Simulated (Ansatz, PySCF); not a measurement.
This triplet is an excited state, 1.21 eV above the relaxed singlet at the level composite: frozen-core CCSD(T) with HF/cc-pV5Z and the correlation energy extrapolated as X^-3 from cc-pVQZ and cc-pV5Z, plus full CI minus CCSD(T) in cc-pVDZ // B3LYP-D3(BJ)/def2-TZVP (Ansatz, an electronic-structure program).

B3LYP has the VWN-RPA correlation part, as in Gaussian. 

Cartesian coordinates (Å):
SMILES: [CH+]
```xyz
2

C      0.5712     0.0000     0.0000
H     -0.5712     0.0000     0.0000
```
Charge +1, spin multiplicity 3.

Q: What is the computed total energy and highest occupied spin orbital (PySCF with B3LYP-D3(BJ)/def2-TZVP)?

A: 
```json
{
  "total_energy": "-38.0598 Ha",
  "highest_occupied_spin_orbital": "-18.34 eV"
}
```
